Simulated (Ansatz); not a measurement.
# S (model structure, within 0.1 Å of Pm-3m, No. 221, 2 atoms in the cell)

Level of theory: r²SCAN (PAW; Ansatz, a quantum-chemistry and plane-wave program).

Run with plane-wave cutoff 500 eV, 16×16×16 k mesh, Fermi–Dirac smearing 0.05 eV, scalar-relativistic PAW data made under PBE.

Cell (relaxed at this level):

```
CELL_PARAMETERS angstrom
      1.81954     1.05051     2.97017
     -1.81954     1.05051     2.97017
      0.00000    -2.10103     2.97017
ATOMIC_POSITIONS crystal
  S  0.25000 0.25000 0.25000
  S  0.75000 0.75000 0.75000
```

```yaml
band_gap: zero (no gap)
```

The computed numbers hold no vibrational or temperature effects.

It cost very roughly 50 core-seconds of CPU time.

A model structure was made by putting elements into a prototype or built by hand; it is no filed structure, need not be a known phase, and can be a saddle point held by its symmetry.
